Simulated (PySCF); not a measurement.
**Do core-level shifts follow atomic charges?**

Species: 2(5H)-thiophenone, C4H4OS.
Z-matrix (Å and degrees, PBE0-D3(BJ)/def2-SVP geometry), rows numbered from 1:
```
O 
C   1  1.1979
C   2  1.4801  1  127.43
C   3  1.3363  2  115.10  1   179.83
C   4  1.4922  3  116.16  2    -0.16
S   5  1.8091  4  107.43  3     0.54
H   3  1.0911  2  118.91  1    -0.26
H   4  1.0934  3  123.96  2   179.92
H   5  1.1028  4  111.30  3   121.20
H   5  1.1032  4  110.95  3  -119.58
```

Binding energies: delta-SCF UKS SCAN, pcX-2 on the ionised atom, pcseg-1 elsewhere, spin-free X2C (PySCF 2.14.0). Charges: PBE0/pcSseg-1 ground-state density, for the ionised atom.

```json
{"atom": "C3", "environment": "alkene CH carbon", "C 1s (eV)": "291.17", "Mulliken (e)": "-0.110", "IAO (e)": "-0.206", "Hirshfeld (e)": "-0.059", "ESP (e)": "-0.307"}
{"atom": "C4", "environment": "alkene CH carbon", "C 1s (eV)": "291.48", "Mulliken (e)": "-0.125", "IAO (e)": "-0.105", "Hirshfeld (e)": "-0.015", "ESP (e)": "-0.138"}
{"atom": "C5", "environment": "sp3 carbon bound to sulfur", "C 1s (eV)": "292.14", "Mulliken (e)": "-0.300", "IAO (e)": "-0.356", "Hirshfeld (e)": "-0.070", "ESP (e)": "-0.076"}
{"atom": "C2", "environment": "thioester carbonyl carbon", "C 1s (eV)": "293.58", "Mulliken (e)": "+0.173", "IAO (e)": "+0.259", "Hirshfeld (e)": "+0.121", "ESP (e)": "+0.515"}
```

Question: Give the correlation coefficient and slope of binding energy on charge for each scheme.

Answer: ESP: r = 0.98, slope 2.9 eV per e; Hirshfeld: r = 0.85, slope 10.4 eV per e; IAO: r = 0.74, slope 3.0 eV per e; Mulliken: r = 0.67, slope 3.7 eV per e. ESP charges have the highest r, on only 4 points.

Question: The point-charge model writes a binding energy as kq + V + constant, with V the potential of the other atoms' charges at the site. What does it give with the IAO charges?

Answer: V = Σ 14.40 eV Å × q/r over all other atoms: +2.53 eV at C3, +0.62 eV at C4, +4.95 eV at C5, -5.16 eV at C2. Fitting binding energy − V to q gives k = 19.5 eV per e and leaves an rms residual of 0.60 eV, against 0.63 eV for the fit on q alone. The model has no term for differences in relaxation between sites.

Geometry: PBE0-D3(BJ)/def2-SVP; no solvent, vibrations or thermal averaging.
